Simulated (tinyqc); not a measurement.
Worked calculation: Pariser-Parr-Pople SCF with singles CI, for the molecule C=CC(=C)Cl (SMILES; centres numbered as the heavy atoms are written). One step of it, computed by the program tinyqc.

Problem. Iteration 3: orbitals and new P. Diagonalise F (the basis is taken as orthonormal) and form P = 2 sum c c over the lowest orbitals.

F (eV):
```
            1C         2C         3C         4C         5Cl
1C   -5.687044  -5.916127   0.009762   0.632282    0.149073
2C   -5.916127  -5.560038  -3.698510  -0.046294    0.073355
3C    0.009762  -3.698510  -5.659834  -5.787220   -2.574557
4C    0.632282  -0.046294  -5.787220  -5.615078    0.670652
5Cl   0.149073   0.073355  -2.574557   0.670652  -13.095197
```

pi electrons, sum of z_r less the charge = 6

Give: orbital energies; P after iteration 3.

Solution.

orbital energies (eV): -14.611  -12.478  -10.124  -0.739  2.334

P after iteration 3:
```
         1C      2C      3C      4C     5Cl
1C    1.013   0.940  -0.002  -0.338  -0.046
2C    0.940   0.991   0.340   0.015  -0.032
3C   -0.002   0.340   0.995   0.913   0.226
4C   -0.338   0.015   0.913   1.053  -0.222
5Cl  -0.046  -0.032   0.226  -0.222   1.947
```
